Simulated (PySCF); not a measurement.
## SiH₄, singlet: data card

These are results of PBE in PySCF with Si def2-TZVP, H def2-TZVP; no relativity; density-fitted integrals, not measurements.

The structure is a minimum.

```xyz
5
charge 0 multiplicity 1, angstrom
Si    0.0000    0.0000    0.0000
H     0.8622    0.8622    0.8622
H    -0.8622    0.8622   -0.8622
H     0.8622   -0.8622   -0.8622
H    -0.8622   -0.8622    0.8622
```

```
Point group                                                                   : Td
Bond lengths                                                                  : Si–H 1.493 Å (×4)
Bond angles                                                                   : H–Si–H 109.5° (×6)
Principal polarisabilities                                                    : 30.5, 30.5, 30.5 bohr³
Dipole moment                                                                 : 0.00 D
Enthalpy at 298.15 K above 0 K                                                : 10.63 kJ/mol
Highest occupied level                                                        : -8.49 eV
Zero-point energy                                                             : 79.2 kJ/mol
Rotational symmetry number                                                    : 12
Rotational constants                                                          : 2.813, 2.813, 2.813 cm⁻¹
Atomisation energy without zero-point energy                                  : 1312 kJ/mol
Lowest empty level                                                            : 0.21 eV
Heat capacity Cp at 298.15 K                                                  : 43.8 J/(mol K)
Entropy at 298.15 K and 1 bar                                                 : 205.2 J/(mol K)
Principal quadrupole moments (Buckingham, traceless) about the centre of mass : 0.00, 0.00, 0.00 D Å
```

Harmonic modes (masses in u: Si 27.977, H 1.008):
```csv
symmetry,ω (cm⁻¹),"IR (km/mol, summed over degenerate members)",type
t2,873,331,bend
e,940,0.0,bend
a1,2173,0.0,stretch
t2,2188,280,stretch
```

In Td the vibrations span 2t2 + e + a1. The a1, e modes carry no infrared intensity, as symmetry demands.

Charges (e):
| atom | Mulliken | Löwdin | polar tensor | Mayer order to Si1 |
| --- | --- | --- | --- | --- |
| Si1 | 0.07 | 0.16 | 0.85 | – |
| H2,3,4,5 | -0.02 | -0.04 | -0.21 | 0.95 |

Mulliken populations on Si1: s 5.36, p 8.40, d 0.16, f 0.01.

Outer orbital energies (eV). occupied: -13.41, -8.49, -8.49, -8.49; empty: 0.21, 0.21, 0.21, 0.77.

Counting electrons, silicon keeps none of its valence electrons outside its bonds, so the VSEPR class is AX4 and the expected shape is tetrahedral (Td), as computed.

The final relaxation and frequency run took 6.9 s on 2 threads of a shared Arm Neoverse V1 host, with 61 basis functions and 6 gradients; the process peaked at 0.87 GiB.
